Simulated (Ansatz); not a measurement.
The end point of a relaxation of InP. Method: PBE (plane waves to 420 eV, PAW, scalar-relativistic; Ansatz, an electronic-structure program).

```cif
data_InP
_chemical_formula_sum 'In1 P1'
_space_group_name_H-M_alt 'P 1'
_space_group_IT_number 1
_cell_length_a 4.21394
_cell_length_b 4.21394
_cell_length_c 4.21394
_cell_angle_alpha 119.984
_cell_angle_beta 119.984
_cell_angle_gamma 90.028
loop_
_space_group_symop_operation_xyz
  'x, y, z'
loop_
_atom_site_label
_atom_site_type_symbol
_atom_site_fract_x
_atom_site_fract_y
_atom_site_fract_z
_atom_site_occupancy
In1 In 0.25000 0.75000 0.50000 1
P1 P 0.00000 0.00000 0.00000 1
```

Q: Find the space group and the Wyckoff positions (tolerance 0.01 Å).

A: Space group F-43m (No. 216); a = 5.9599 Å, b = 5.9599 Å, c = 5.9599 Å, α = 90.00°, β = 90.00°, γ = 90.00°

| atom | site | symmetry | x | y | z |
|---|---|---|---|---|---|
| In | 4d | -43m | 0.7500 | 0.7500 | 0.7500 |
| P | 4a | -43m | 0.0000 | 0.0000 | 0.0000 |

This is the zinc blende type.

Q: Give the shortest distances between elements (the closest pairs, up to four, under 3.6 Å).

A: In–P 2.58 Å.

```json
{
  "volume_per_atom": "26.46 Å³",
  "band_gap": "0.44 eV (no spin-orbit coupling)"
}
```

No spin polarisation in the result.

Measured for InP: a 5.858 Å (static lattice; corrected from measurement; as listed in Daniel Mejia-Rodriguez, S. B. Trickey, Phys. Rev. B (2018)); gap 1.47 eV (static lattice; corrected from measurement; as listed in Wei Chen et al., Physical Review Materials (2018)). Computed minus measured — a: PBE +1.7 %; gap: PBE -1.03 eV. The computed values are for a static lattice, and a measured gap can be an optical one, lowered by exciton binding.

It was reached from a disturbed copy of a P6₃/mmc (No. 194) cell (NiAs type), against which it lies -0.35 eV/atom.
